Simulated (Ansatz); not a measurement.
Input for Ansatz (development build ahead of 0.2.0):

```yaml
crystal:
  periodic: [false, false, false]
  atoms:
    - { symbol: C, position_ang: [0.278, -0.2379, 0.2003] }
    - { symbol: O, position_ang: [-0.6807, -0.9364, 0.0481] }
    - { symbol: O, position_ang: [0.3776, 1.0264, -0.2064] }
    - { symbol: H, position_ang: [1.2196, -0.5453, 0.7021] }
    - { symbol: H, position_ang: [-0.4628, 1.2536, -0.6375] }
basis:
  gaussian: { orbitals: def2-SVP }
magnetization:
  spin_polarized: true
  initial_magnetization: 2
hamiltonian:
  xc: hf
correlation:
  method: mp2
  frozen_orbitals: { C: 1, H: 0, O: 1 }
output:
  forces: true
```

The input is written out in the form of the current development build from the run's settings.

Results

```yaml
Converged: yes
Reference_energy: -188.45313 hartree
Correlation_energy: -0.43807 hartree
Total_energy: -188.89120 hartree
Spin_squared_of_the_determinant: 2.015
Stability_test: minimum
```

Forces (eV/Å):
```tsv
atom	Fx	Fy	Fz
C1	10.230	3.854	2.900
O2	-8.542	-6.072	-1.409
O3	-1.063	2.569	-1.354
H4	-0.938	-0.571	-0.188
H5	0.313	0.220	0.052
```

Caution: another spin multiplicity may lie lower.
